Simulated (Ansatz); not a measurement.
Relaxation of the cluster MgS2 with RKS PBE-D4/def2-TZVP.

```sh
$ ansatz run in.yaml --threads 4 --pin off --events-out ev --progress --plain --max-ram 3916MiB
```

```yaml
crystal:
  periodic: [false, false, false]
  atoms:
    - {symbol: Mg, position_ang: [-0.656130, 0.191390, -1.808610]}
    - {symbol: S, position_ang: [0.627120, 0.408030, 0.128810]}
    - {symbol: S, position_ang: [0.029010, -0.599420, 1.679800]}
basis:
  gaussian: {orbitals: def2-TZVP}
hamiltonian: {xc: pbe, dispersion: d4}
scf: {omitted_lower_state_checks: [starts]}
output: {orbitals: {seedname: orbitals}}
relax: {f_tol: 0.02, max_steps: 100}
```

It took 7 s on 4 threads of Intel Xeon Platinum 8259CL on a shared host.

Positions (Å) and forces (eV/Å) at steps 1, 2, 4 of 4:

```xyz
3
step=1 energy=-27103.0315 eV
Mg   -0.656    0.191   -1.809   -0.193   -0.028   -0.305
S     0.627    0.408    0.129    0.509    0.570   -0.541
S     0.029   -0.599    1.680   -0.316   -0.542    0.846
3
step=2 energy=-27103.0608 eV
Mg   -0.664    0.197   -1.840   -0.075   -0.025   -0.081
S     0.634    0.414    0.125    0.114    0.064    0.049
S     0.031   -0.611    1.715   -0.039   -0.040    0.032
3
step=4 energy=-27103.0625 eV
Mg   -0.672    0.191   -1.838   -0.001    0.000   -0.002
S     0.649    0.424    0.131    0.000   -0.002    0.004
S     0.023   -0.614    1.707    0.001    0.002   -0.002
```

The restricted singlet is unstable towards broken spin symmetry in Hartree–Fock (as tested in another run); at PBE-D4/def2-TZVP this wasn't settled. An occupied level of the charge 0 singlet lies above an empty one (by up to 0.18 eV), so this SCF solution is probably not the lowest. Another isomer (triplet) lies 1.13 eV lower at PBE0-D4/def2-TZVP; other spin states weren't run for this one.
